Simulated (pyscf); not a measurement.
## Routes from [H₃C–Zn]• (SMILES [CH3][Zn]) + HCl (SMILES Cl)

Candidate steps break at most two bonds and form at most two. Each was searched with GFN2-xTB (tblite) first. Structures and frequencies: ωB97X-D3(BJ)/def2-SVP in PySCF. Energies: ωB97M-D3(BJ)/def2-TZVP, kcal/mol, from the separated reactants, doublet surface; ΔG‡ with ideal gas, 1 atm, RRHO with modes under 100 cm⁻¹ raised to 100, one conformer, R ln 2 for chiral ones without a mode under 150 cm⁻¹.

```csv
products,type,ΔE‡,ΔE,ΔG‡ 298 K,ΔG‡ 900 K,ν‡ (cm⁻¹)
CH₄ + [Cl–Zn]•,four-centre exchange,8.7,-39.8,16.4,34.0,925i
H₃C–Zn–Cl + H•,atom transfer,14.3,-3.4,20.2,36.6,836i
```

Plain bond fissions and candidates not yet searched are not listed, and one of them may be faster. Each barrier is that of the saddle found; lower ones may exist. The term symbol of open-shell Cl–Zn was not checked; spin-orbit terms and orbital degeneracy are left out. Elements up to Kr have no core potential and no relativistic terms here.
